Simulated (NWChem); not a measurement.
oxygen (O2, triplet); SMILES O=O

```xyz
2

O      0.0000     0.0000     0.5941
O      0.0000     0.0000    -0.5941
```
Atoms are numbered in this order, from 1.

Results from NWChem. Geometry optimised at PBE0/def2-SVP; all other runs use it. Pople sets run with spherical d functions. Spin-unrestricted. Vzz has the sign of the potential's second derivative. Excited states of an open shell can be spin-contaminated.

```tsv
quantity	level	value
vertical, lowest state with f > 0.02 (eV)	LRC-wPBEh/6-31+G*, TDA	9.53
solvation free energy (kcal/mol) in acetone	M06-2X/def2-SVP, SMD	-4.4
Vzz O2 (a.u.)	CAM-B3LYP/def2-SVP	1.274
highest occupied level (eV)	B97-D/def2-SVP	-6.55
highest harmonic frequency (cm⁻¹)	PBE0/def2-SVP	1774
```
